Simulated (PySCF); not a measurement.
Geometry:
```
atom   x (Å)   y (Å)   z (Å)
  N1  -0.439   0.377  -1.314
  S2  -0.089  -0.927  -0.606
  O3  -1.086  -2.008  -0.548
  H4  -1.385   0.413  -1.717
```

Geometry: PBE0-D3(BJ)/def2-SVP; GIAO absolute shieldings from PySCF 2.14, gas phase, non-relativistic, averaged over equivalent atoms.

At PBE0/pcSseg-1 (63 basis functions, 2.6 s wall time on 1 thread of an Arm Neoverse V1, shared host):
```json
{"atoms": "N1", "σ (ppm)": "-120.6"}
{"atoms": "S2", "σ (ppm)": "-256.3"}
{"atoms": "O3", "σ (ppm)": "-282.0"}
{"atoms": "H4", "σ (ppm)": "18.80"}
```

Q: What do these become at KT2/pcSseg-2?

A: 
```
atoms  σ at KT2/pcSseg-2  change
   N1              -86.1   +34.5
   S2             -154.4  +101.9
   O3             -230.3   +51.7
   H4              19.77   +0.97
```

The largest change is at S2 (sulfur bonded to N, O). Cost: 129 basis functions, 5.7 s wall time on 1 thread of an Arm Neoverse V1, shared host.
